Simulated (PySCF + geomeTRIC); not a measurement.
Method: BP86-D3(BJ)/def2-SVP (PySCF + geomeTRIC). fastk is a local helper that only speeds up exchange builds. No frequencies were computed at this level.

```python
import json, numpy as np
from pyscf import gto, dft
from fastk import lowrank_exchange
atoms = """
O      0.481887    -0.000003    -0.000002
H     -0.481887     0.000003     0.000002
"""
def scf(charge, spin, dm0=None):
    mol = gto.M(atom=atoms, basis='def2-svp', ecp={}, charge=charge, spin=spin, verbose=3, max_memory=3780)
    mf = dft.KS(mol, xc='bp86').density_fit(auxbasis="def2-universal-jkfit")
    mf.disp = 'd3bj'
    mf.grids.level = 3
    mf.conv_tol = 1e-8
    mf.max_cycle = 120
    mf.level_shift = 0.25
    mf.kernel(dm0)
    if not mf.converged:
        mf = mf.newton().run(mf.mo_coeff, mf.mo_occ).undo_soscf()
    return mf
mf = scf(0, 1)
lowrank_exchange(mf)  # same exchange matrices as the stock routine, built faster for response steps
mo, _, stable, _ = mf.stability(return_status=True)
if not stable:
    mf.kernel(mf.make_rdm1(mo, mf.mo_occ))
del mf.get_jk
from pyscf.geomopt.geometric_solver import kernel as optimize
path = []
done, mol = optimize(mf, maxsteps=120, assert_convergence=False, callback=lambda env: path.append((env["energy"], bool(env["g_scanner"].converged))))
res = dict(converged=bool(done and path[-1][1]), energy=path[-1][0], path=[e for e, c in path], xyz=mol.atom_coords(unit="Angstrom").tolist(), nao=mol.nao)
json.dump(res, open("result.json", "w"))
```

Output:

```
converged SCF energy = -75.6632574573085  <S^2> = 0.75144233  2S+1 = 2.0014418
<class 'pyscf.df.df_jk.DFUKS'> wavefunction is stable in the internal stability analysis
Geometry optimization cycle 1
converged SCF energy = -75.6632574573421  <S^2> = 0.75144252  2S+1 = 2.001442
cycle 1: E = -75.6632574573  dE = -75.6633  norm(grad) = 0.0359093
Geometry optimization cycle 2
converged SCF energy = -75.6638788946285  <S^2> = 0.75151117  2S+1 = 2.0015106
cycle 2: E = -75.6638788946  dE = -0.000621437  norm(grad) = 0.00285111
Geometry optimization cycle 3
converged SCF energy = -75.6638833467114  <S^2> = 0.75151773  2S+1 = 2.0015172
cycle 3: E = -75.6638833467  dE = -4.45208e-06  norm(grad) = 0.000254
Geometry optimization cycle 4
converged SCF energy = -75.6638833732929  <S^2> = 0.75151843  2S+1 = 2.0015179
cycle 4: E = -75.6638833733  dE = -2.65815e-08  norm(grad) = 6.37011e-06
<class 'geometric.internal.Distance'> : 1
<class 'geometric.internal.TranslationX'> : 1
<class 'geometric.internal.TranslationY'> : 1
<class 'geometric.internal.TranslationZ'> : 1
<class 'geometric.internal.RotationA'> : 1
<class 'geometric.internal.RotationB'> : 1
<class 'geometric.internal.RotationC'> : 1
Step    0 : Gradient = 2.539e-02/2.539e-02 (rms/max) Energy = -75.6632574573
Step    1 : Displace = 1.229e-02/1.229e-02 (rms/max) Trust = 1.000e-01 (=) Grad = 2.016e-03/2.016e-03 (rms/max) E (change) = -75.6638788946 (-6.214e-04) Quality = 1.054
Step    2 : Displace = 1.060e-03/1.060e-03 (rms/max) Trust = 1.414e-01 (+) Grad = 1.796e-04/1.799e-04 (rms/max) E (change) = -75.6638833467 (-4.452e-06) Quality = 1.103
Step    3 : Displace = 1.037e-04/1.037e-04 (rms/max) Trust = 2.000e-01 (+) Grad = 4.504e-06/4.790e-06 (rms/max) E (change) = -75.6638833733 (-2.658e-08) Quality = 0.755
Converged! =D
```

Cost: around 4 core-seconds (rough).
